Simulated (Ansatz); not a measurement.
**Forces on a displaced structure**

C2H4Si (SMILES C=[Si]=C), closed shell, displaced at random from a GFN2-xTB minimum.

C1  (-1.376, 0.400, -1.012)
Si2  (0.054, 0.061, -0.013)
C3  (1.528, -0.419, 1.000)
H4  (-2.458, -0.081, -0.934)
H5  (-1.526, 1.469, -1.517)
H6  (2.135, -1.014, 0.477)
H7  (1.617, -0.153, 1.997)
(Å)

Ansatz 0.2.0; basis: def2-TZVPP; cores frozen in the correlated methods.

CCSD(T) forces from the calculation:
```json
{"atom": "C1", "Fx": "-1.703", "Fy": "1.504", "Fz (eV/Å)": "-0.068"}
{"atom": "Si2", "Fx": "0.450", "Fy": "-0.217", "Fz (eV/Å)": "1.050"}
{"atom": "C3", "Fx": "-5.155", "Fy": "2.244", "Fz (eV/Å)": "-2.111"}
{"atom": "H4", "Fx": "2.728", "Fy": "0.506", "Fz (eV/Å)": "0.077"}
{"atom": "H5", "Fx": "0.871", "Fy": "-2.362", "Fz (eV/Å)": "1.060"}
{"atom": "H6", "Fx": "2.643", "Fy": "-2.204", "Fz (eV/Å)": "-1.589"}
{"atom": "H7", "Fx": "0.165", "Fy": "0.529", "Fz (eV/Å)": "1.583"}
```

Q: Which atom feels the largest CCSD(T) force, and how large is it?

A: C3, 6.01 eV/Å, along (-0.86, 0.37, -0.35).

Root-mean-square difference of the force components from those of CCSD(T): PBE0-D4 0.179; wB97M-V 0.222; r2SCAN-D4 0.133; PBE-D4 0.152; r2SCAN0-D4 0.208; SPW92 0.292 eV/Å.

The T1 diagnostic stays at or below 0.021. The restricted Hartree–Fock reference is unstable towards an unrestricted one here. These are differences at one structure, and CCSD(T) in triple zeta is itself an approximation.

For scale, one of the runs: CCSD(T)/def2-TZVPP forces, 160 basis functions (an equivalent command: `ansatz run in.yaml --threads 4`). The run took 47 s on 4 CPU threads (shared host), with 2.2 GiB of host memory at its peak.
